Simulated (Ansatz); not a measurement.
Geometry optimisation of C₄H₇FO, SMILES `C/C=C(\F)OC`.

```yaml
crystal:
  periodic: [false, false, false]
  atoms:
    - {symbol: C, position_ang: [-1.799570, 1.014324, -1.113923]}
    - {symbol: C, position_ang: [-0.365764, 0.837089, -0.718059]}
    - {symbol: C, position_ang: [0.141656, -0.279137, -0.163521]}
    - {symbol: F, position_ang: [-0.644677, -1.337226, 0.161358]}
    - {symbol: O, position_ang: [1.447059, -0.498481, 0.066002]}
    - {symbol: C, position_ang: [1.782437, -1.049549, 1.342952]}
    - {symbol: H, position_ang: [-2.258607, 1.889174, -0.604765]}
    - {symbol: H, position_ang: [-2.401540, 0.120559, -0.861480]}
    - {symbol: H, position_ang: [-1.903301, 1.197158, -2.205723]}
    - {symbol: H, position_ang: [0.359068, 1.642611, -0.907886]}
    - {symbol: H, position_ang: [2.882685, -1.154268, 1.361604]}
    - {symbol: H, position_ang: [1.315923, -2.044941, 1.491776]}
    - {symbol: H, position_ang: [1.465030, -0.372013, 2.166465]}
basis:
  gaussian: {orbitals: def2-TZVP}
hamiltonian: {xc: pbe0, dispersion: d4}
relax: {f_tol: 0.005, max_steps: 150}
```

```sh
$ ansatz run in.yaml --threads 4 --pin off --events-out ev --progress --plain --max-ram 10444MiB
```

It prints (some lines left out):

```
Functional definition: PBE0
mean field -9018.83025950 eV, -331.4358988538 hartree, gradient 2.9e-5 eV, S^2 0.000000; 0 other end points of the search recorded, 0 dependent functions left out
relax step   1: F+E_penalty+E_count = -9019.01293155 eV  Δ(F+E_penalty+E_count) = +0.000e0 eV  max|allowed force component| = 6.405e-1 eV/Å  Δτ_max = 0.0000 Å  (30 SCF iters, accepted)
mean field -9018.88908447 eV, -331.4380606315 hartree, gradient 9.8e-6 eV, S^2 0.000000; 0 other end points of the search recorded, 0 dependent functions left out
relax step   2: F+E_penalty+E_count = -9019.07292986 eV  Δ(F+E_penalty+E_count) = -6.000e-2 eV  max|allowed force component| = 1.834e-1 eV/Å  Δτ_max = 0.0359 Å  (32 SCF iters, accepted)
mean field -9018.89411986 eV, -331.4382456789 hartree, gradient 9.6e-6 eV, S^2 0.000000; 0 other end points of the search recorded, 0 dependent functions left out
relax step   3: F+E_penalty+E_count = -9019.07841072 eV  Δ(F+E_penalty+E_count) = -5.481e-3 eV  max|allowed force component| = 7.662e-2 eV/Å  Δτ_max = 0.0260 Å  (31 SCF iters, accepted)
mean field -9018.89453427 eV, -331.4382609080 hartree, gradient 9.7e-6 eV, S^2 0.000000; 0 other end points of the search recorded, 0 dependent functions left out
relax step   4: F+E_penalty+E_count = -9019.07884969 eV  Δ(F+E_penalty+E_count) = -4.390e-4 eV  max|allowed force component| = 3.852e-2 eV/Å  Δτ_max = 0.0137 Å  (32 SCF iters, accepted)
mean field -9018.89482353 eV, -331.4382715383 hartree, gradient 9.7e-6 eV, S^2 0.000000; 0 other end points of the search recorded, 0 dependent functions left out
relax step   5: F+E_penalty+E_count = -9019.07917167 eV  Δ(F+E_penalty+E_count) = -3.220e-4 eV  max|allowed force component| = 2.194e-2 eV/Å  Δτ_max = 0.0092 Å  (31 SCF iters, accepted)
mean field -9018.89510935 eV, -331.4382820420 hartree, gradient 9.5e-6 eV, S^2 0.000000; 0 other end points of the search recorded, 0 dependent functions left out
relax step   6: F+E_penalty+E_count = -9019.07960099 eV  Δ(F+E_penalty+E_count) = -4.293e-4 eV  max|allowed force component| = 2.354e-2 eV/Å  Δτ_max = 0.0320 Å  (30 SCF iters, accepted)
mean field -9018.89511711 eV, -331.4382823271 hartree, gradient 9.8e-6 eV, S^2 0.000000; 0 other end points of the search recorded, 0 dependent functions left out
relax step   7: F+E_penalty+E_count = -9019.07964955 eV  Δ(F+E_penalty+E_count) = -4.856e-5 eV  max|allowed force component| = 9.544e-3 eV/Å  Δτ_max = 0.0054 Å  (33 SCF iters, accepted)
mean field -9018.89510437 eV, -331.4382818591 hartree, gradient 9.8e-6 eV, S^2 0.000000; 0 other end points of the search recorded, 0 dependent functions left out
relax step   8: F+E_penalty+E_count = -9019.07966814 eV  Δ(F+E_penalty+E_count) = -1.860e-5 eV  max|allowed force component| = 2.973e-3 eV/Å  Δτ_max = 0.0050 Å  (33 SCF iters, accepted)
mean field -9018.89510437 eV, -331.4382818591 hartree, gradient 9.8e-6 eV, S^2 0.000000; 1 other end points of the search recorded, 0 dependent functions left out
Total energy: -9019.07970003 eV, -331.4450656243 hartree
Atom 0 at    -1.777617     1.008180    -1.082857 Å, force     0.000718     0.000061     0.000054 eV/Å
Atom 1 at    -0.351394     0.802788    -0.708038 Å, force    -0.002973     0.001317    -0.000862 eV/Å
Atom 2 at     0.144309    -0.313178    -0.198834 Å, force     0.001157    -0.002523    -0.000145 eV/Å
Atom 3 at    -0.637249    -1.367963     0.091070 Å, force     0.001225     0.000658    -0.000267 eV/Å
Atom 4 at     1.435260    -0.552087     0.027769 Å, force    -0.001313     0.001402     0.000719 eV/Å
Atom 5 at     1.753069    -1.019258     1.334091 Å, force     0.000536    -0.000480    -0.000727 eV/Å
Atom 6 at    -2.208465     1.856506    -0.542760 Å, force    -0.000248     0.000259     0.000489 eV/Å
Atom 7 at    -2.379698     0.127073    -0.861642 Å, force    -0.000179    -0.000550    -0.000040 eV/Å
Atom 8 at    -1.877405     1.227130    -2.150477 Å, force    -0.000004     0.000260    -0.000345 eV/Å
Atom 9 at     0.364803     1.597519    -0.877160 Å, force     0.001119    -0.000334     0.000092 eV/Å
Atom 10 at     2.836856    -1.109077     1.367746 Å, force     0.000230    -0.000839     0.000066 eV/Å
Atom 11 at     1.298418    -1.992471     1.527420 Å, force    -0.000654    -0.000422     0.000386 eV/Å
Atom 12 at     1.419512    -0.299862     2.088471 Å, force     0.000384     0.001192     0.000580 eV/Å
Dipole moment:     0.093504     0.094638     0.219508 e Å
```

Run time 28 s (4 threads of an Arm Neoverse V2 on a shared host); peak host memory 0.61 GiB.
